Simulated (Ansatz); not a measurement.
# Si2H5O (SMILES [SiH2]O[SiH3]): UB3LYP/6-31G(d) (Cartesian functions)

Aim: the vertical doublet–quartet gap of Si2H5O at UB3LYP/6-31G* (Cartesian functions), from 2 runs. 

The calculation is run with Ansatz 0.2.0.

37 further runs of the same task are left out: 37 set aside as unsound or not needed.

## Step 1: The molecule

Si2H5O: 8 atoms, total charge 0, spin state doublet. As SMILES, `[SiH2]O[SiH3]`. The coordinates come from a PBE0-D4/def2-TZVP relaxation. This is one conformer, not always the lowest.

Bond lengths: Si1–O2 1.637 Å, O2–Si3 1.638 Å, Si1–H4 1.490 Å, Si1–H5 1.494 Å, Si3–H6 1.482 Å, Si3–H7 1.485 Å, Si3–H8 1.486 Å. Angles: Si1–O2–Si3 146.3°, O2–Si1–H4 107.9°, O2–Si1–H5 109.9°, O2–Si3–H6 108.1°, O2–Si3–H7 109.9°, O2–Si3–H8 110.1°, H4–Si1–H5 110.4°, H6–Si3–H7 109.7°, H6–Si3–H8 109.8°, H7–Si3–H8 109.2°.

## Step 2: A single-point energy at UB3LYP/6-31G(d) (Cartesian functions)

in.yaml

```yaml
crystal:
  periodic: [false, false, false]
  atoms:
    - {symbol: Si, position_ang: [-1.281200, 0.933000, -0.865900]}
    - {symbol: O, position_ang: [-0.352300, -0.279200, -0.276900]}
    - {symbol: Si, position_ang: [0.765000, -0.723000, 0.835900]}
    - {symbol: H, position_ang: [-1.902800, 0.458100, -2.133600]}
    - {symbol: H, position_ang: [-0.440600, 2.142000, -1.118700]}
    - {symbol: H, position_ang: [1.291900, -2.054600, 0.453100]}
    - {symbol: H, position_ang: [0.138100, -0.799300, 2.180400]}
    - {symbol: H, position_ang: [1.874100, 0.266000, 0.869800]}
basis:
  gaussian:
    orbitals: "6-31G*"
accuracy: high
output: {orbitals: {seedname: orbitals}}
magnetization:
  spin_polarized: true
  initial_magnetization: 1
hamiltonian:
  xc: {name: B3LYP}
```

The run is started by

```console
$ ansatz run in.yaml --threads 1 --pin off --max-ram 3480MiB --events-out events.jsonl --progress --plain --runs-dir runs
```

Log:

```text
Warning: RAYON_NUM_THREADS=1 ignored (pool sized by the plan → 1); use --threads N
Functional definition: B3LYP
  name "B3LYP"
  parameter a0 = 0.2
  parameter ax = 0.72
  parameter ac = 0.81
  exchange = (1 - a0 - ax)*slater_x + ax*b88_x + a0*exact_x
  correlation = (1 - ac)*vwn_rpa_c + ac*lyp_c
1355 factors; integrals over basis functions are off by at most 3.9e-9 eV
mean field evaluation 1: about -17879.3680 eV, gradient 3.7e1 eV
mean field evaluation 2: about -17861.7891 eV, gradient 7.5e1 eV
mean field evaluation 4: about -17883.9478 eV, gradient 8.6e-1 eV
mean field evaluation 8: about -17884.0992 eV, gradient 6.0e-2 eV
mean field evaluation 16: about -17884.0992 eV, gradient 7.2e-5 eV
mean field -17884.09923738 eV, -657.2285246957 hartree, gradient 1.5e-8 eV, S^2 0.751091; 0 other end points of the search recorded, 0 dependent functions left out
reference -17884.09927892 eV, -657.2285262225 hartree; 21, 20 occupied and 42, 43 virtual orbitals, 1355 factors
Total energy: -17884.09927892 eV, -657.2285262225 hartree
```

It took 9.6 s on 1 thread of Arm Neoverse V1, shared host; peak memory 0.27 GiB.

## Step 3: The quartet at the same level

in.yaml: that of step 2 with these lines changed.

```diff
@@ -12,10 +12,6 @@
 basis:
-  gaussian:
-    orbitals: "6-31G*"
+  gaussian: {orbitals: "6-31G*"}
+output: {orbitals: {seedname: orbitals}}
+hamiltonian: {xc: {name: B3LYP}}
 accuracy: high
-output: {orbitals: {seedname: orbitals}}
-magnetization:
-  spin_polarized: true
-  initial_magnetization: 1
-hamiltonian:
-  xc: {name: B3LYP}
+magnetization: {spin_polarized: true, initial_magnetization: 3}
```

The run is started by

```console
$ ansatz run in.yaml --threads 1 --pin off --max-ram 3480MiB --events-out events.jsonl --progress --plain --runs-dir runs
```

Log:

```text
Warning: RAYON_NUM_THREADS=1 ignored (pool sized by the plan → 1); use --threads N
[... 7 set-up lines as earlier in the session ...]
1355 factors; integrals over basis functions are off by at most 3.9e-9 eV
mean field evaluation 1: about -17871.9161 eV, gradient 3.6e1 eV
mean field evaluation 2: about -17839.8793 eV, gradient 9.0e1 eV
mean field evaluation 4: about -17876.6765 eV, gradient 5.6e0 eV
mean field evaluation 8: about -17877.1110 eV, gradient 4.3e-1 eV
mean field evaluation 16: about -17877.1129 eV, gradient 1.2e-2 eV
mean field evaluation 32: about -17877.1129 eV, gradient 4.6e-6 eV
mean field -17877.11293631 eV, -656.9717828672 hartree, gradient 7.4e-8 eV, S^2 3.756188; 5 other end points of the search recorded, 0 dependent functions left out
reference -17877.11297899 eV, -656.9717844355 hartree; 22, 19 occupied and 41, 44 virtual orbitals, 1355 factors
Total energy: -17877.11297899 eV, -656.9717844355 hartree
```

It took 20 s on 1 thread of Arm Neoverse V1, shared host; peak memory 0.27 GiB.

## Step 4: Summary of results

At UB3LYP/6-31G* (Cartesian functions):

```
                                        quantity          value
                           doublet: total energy  -657.22853 Eh
     doublet: HOMO energy (highest over α and β)       -5.58 eV
      doublet: LUMO energy (lowest over α and β)       -2.49 eV
                                   doublet: ⟨S²⟩          0.751
                           quartet: total energy  -656.97178 Eh
     quartet: HOMO energy (highest over α and β)       -1.87 eV
                                   quartet: ⟨S²⟩          3.756
vertical energy of the quartet above the doublet       6.986 eV
```

In words: At this shape the quartet lies 6.99 eV (674 kJ/mol) above the doublet.
